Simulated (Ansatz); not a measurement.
**Isomers**

Structures of SiH2OF, doublet, relaxed at PBE0-D4/def2-TZVP (vibrations not checked; lower isomers may exist, and structures with a doubtful reference or unclear bonds are left out). Program: Ansatz 0.2.0. Basis: def2-TZVPP. Cores are frozen in the correlated methods; orbitals are unrestricted. B3LYP uses VWN-RPA correlation.

Question: Rank them by CCSD(T) energy, lowest first, and give each one's height above the lowest. Links in brackets join atoms within 1.22 times the sum of their covalent radii (1.1 for two metals). (To be estimated.)
A.
a complex of SiHO ([OH][Si]) + HF
```
5
angstrom
O -0.5729 0.0112 -0.3669
Si -0.9607 1.2481 -1.4187
F 1.3915 -0.2006 1.4070
H -1.1188 -0.7822 -0.3578
H 0.7141 -0.0865 0.7709
```
B.
SiH₂OF ([OH][SiH][F])
```
5
angstrom
O -0.6152 -0.8846 -0.2763
Si 0.2839 0.2457 0.4931
F 0.2070 1.6465 -0.2831
H -1.5645 -0.7651 -0.3380
H 1.6888 -0.2426 0.4044
```
C.
SiH₂OF ([O][SiH2][F])
```
5
angstrom
O -1.2592 0.6001 0.7573
Si 0.0313 -0.0267 -0.0391
F 1.2393 -0.4652 0.8951
H -0.4754 -1.2381 -0.7262
H 0.5139 1.0560 -0.9286
```

Answer: The calculation gives: B (0.000 eV), C (1.101 eV), A (2.168 eV). Heights count from the lowest.

Question: Do PBE-D4, r2SCAN-D4, PBE0-D4, B3LYP-D4, wB97M-V, HF, MP2 give the same order? (A judgement: the text doesn't fix the answer.)

Answer: The calculation gives: All do.

T1 diagnostic: at most 0.019. ⟨S²⟩ of the unrestricted Hartree–Fock references: 0.75 to 0.78 (a pure state has 0.75).

For scale, one of the runs: CCSD(T)/def2-TZVPP, 132 basis functions, launched by `ansatz run in.yaml --threads 2 --pin off --events-out ev --progress --plain --max-ram 4352MiB`. The run took 42 s on 2 CPU threads of an Arm Neoverse V2 (shared host), with 1.5 GiB of host memory at its peak.
